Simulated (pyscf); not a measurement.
H₃C–SiH•–Cl (SMILES C[SiH]Cl) + HCl (SMILES Cl) -> CH₄ (SMILES C) + Cl–SiH•–Cl (SMILES Cl[SiH]Cl) (four-centre exchange; doublet surface; C–Si, Cl–H broken, C–H, Cl–Si formed). Structures and frequencies: ωB97X-D3(BJ)/def2-SVP in PySCF. Rate constants from transition-state theory, ωB97M-D3(BJ)/def2-TZVP energies (ideal gas, 1 atm, RRHO with modes under 100 cm⁻¹ raised to 100, one conformer, R ln 2 for chiral ones without a mode under 150 cm⁻¹; no tunnelling), k in cm³ molecule⁻¹ s⁻¹.

| T (K) | 1000/T | log10 k |
|---|---|---|
| 298 | 3.354 | -37.84 |
| 600 | 1.667 | ? |
| 900 | 1.111 | -21.10 |
| 1200 | 0.833 | -18.86 |

Q: Fit an Arrhenius line to the three values, give the activation energy, and predict k at 600 K.

A: Least squares gives log10 k = -12.68 − 7.50 × 1000/T, so Ea = 7.50 × ln 10 × 1.987 = 34.3 kcal/mol, against an electronic barrier of 33.4. At 600 K the line gives -25.18; the computed value is -25.38 (ΔG‡ = 53.2 kcal/mol), a factor 1.6 under the line, since the plot is curved. One saddle was located; it need not be the lowest between these sides.
